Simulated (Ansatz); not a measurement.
## C6H14 (3-methylpentane): the vertical ionisation energy from total energies

C6H14: 20 atoms, total charge 0, spin state singlet. SMILES: `CCC(C)CC`. The coordinates come from a PBE0-D4/def2-TZVP relaxation. This is one conformer, not always the lowest.

Both states at this one shape; open shells run unrestricted unless said. 1 Eh = 27.2114 eV.

```tsv
level	program	singlet C6H14 (Eh)	doublet [C6H14]+ (Eh)	HOMO of the first (eV)
PBE/6-31G* (spherical functions)	Ansatz	-236.714480	-236.353220	-7.02
revPBE/6-31G* (spherical functions)	Ansatz	-236.984941	-236.624607	-6.99
B3LYP/6-31G* (spherical functions)	Ansatz	-237.077027	-236.697927	-8.21
B3LYP/6-31G* (Cartesian functions)	Ansatz	-237.081150	-236.702052	-8.21
```

Work out the vertical ionisation energy at each level.


1. PBE/6-31G* (spherical functions): -236.353220 − (-236.714480) = 0.361260 Eh = 9.83 eV; −ε(HOMO) = 7.02 eV.
2. revPBE/6-31G* (spherical functions): -236.624607 − (-236.984941) = 0.360334 Eh = 9.81 eV; −ε(HOMO) = 6.99 eV.
3. B3LYP/6-31G* (spherical functions): -236.697927 − (-237.077027) = 0.379100 Eh = 10.32 eV; −ε(HOMO) = 8.21 eV.
4. B3LYP/6-31G* (Cartesian functions): -236.702052 − (-237.081150) = 0.379098 Eh = 10.32 eV; −ε(HOMO) = 8.21 eV.

No measured value is set beside it here; the levels span 9.81 to 10.32 eV. In semi-local functionals −ε(HOMO) lies far under the ionisation energy, a result of self-interaction.
